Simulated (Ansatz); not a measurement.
**SiO2 (silicon dioxide molecule): the energy, rung by rung**

The species is SiO2 (3 atoms), meant as a singlet with charge 0. SMILES: `O=[Si]=O`. The coordinates come from a PBE0-D4/def2-TZVP relaxation.

```xyz
3

O     0.6977    1.2296    0.5188
Si    0.0000    0.0000    0.0000
O    -0.6977   -1.2296   -0.5188
```

Quantity: the energy change with the O1–Si2 bond stretched from 1.506 to 3.012 Å, in eV. The values are calculated.

```csv
level,kind,program,value (eV),less FCI/STO-3G,CPU time (all runs)
HF/STO-3G (restricted),Hartree–Fock,Ansatz,1.98,-0.94,0.22 s
MP2/STO-3G (restricted),perturbation theory,Ansatz,3.34,+0.42,0.36 s
BCCD(T)/STO-3G (restricted),coupled cluster or CI,Ansatz,3.04,+0.12,0.52 s
CCSDTQ/STO-3G (restricted),coupled cluster or CI,Ansatz,2.95,+0.03,20 s
FCI/STO-3G,exact in the basis,Ansatz,2.92,0.00,2.4 s
```

FCI/STO-3G is exact within its basis and frozen core, so for wave-function methods in that basis the difference is their error. The first shape isn't each level's own minimum. The values span 1.98 to 3.34 eV. All rows use very small basis sets, so none should be taken for the real molecule's value. Times are those of the runs behind each value, whatever else they computed, on shared processors of several kinds: orders of magnitude only.
